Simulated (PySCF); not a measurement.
Borane, BH3.
Hydrogens: H2, H3, H4 on B1.

A GFN2-xTB structure with every atom displaced at random (by about 0.01 Å) was refined with PBE0-D3(BJ)/def2-SVP geometry optimisation, gas phase in PySCF 2.14.0. Values at the start:

```tsv
coordinate	start
B1–H2	1.189 Å
B1–H4	1.165 Å
H2–B1–H3	116.8°
```

**Question.** How do these coordinates change at the PBE0-D3(BJ)/def2-SVP level?

**Answer.** 
```
coordinate  PBE0-D3(BJ)/def2-SVP (Å or °)  change
     B1–H4                          1.207  +0.042
     B1–H2                          1.207  +0.018
  H2–B1–H3                          120.2    +3.4
```

The energy falls by 0.039 eV over 3 energy and gradient evaluations, the largest force component goes from 0.0182 to 4.1e-04 Eh/bohr, and the atoms move by 0.031 Å rms after alignment. The bond that changes most is B1–H4 (three-coordinate boron to B–H hydrogen), which lengthens by 0.042 Å. Bonds longer at the end by more than 0.005 Å: 3 of 3; shorter: 0. Rotational constants go from 247418, 233678, 120186 to 230172, 229097, 114817 MHz.

The run used 29 basis functions and 15 SCF cycles in all.

Stationary, but not proved a minimum.
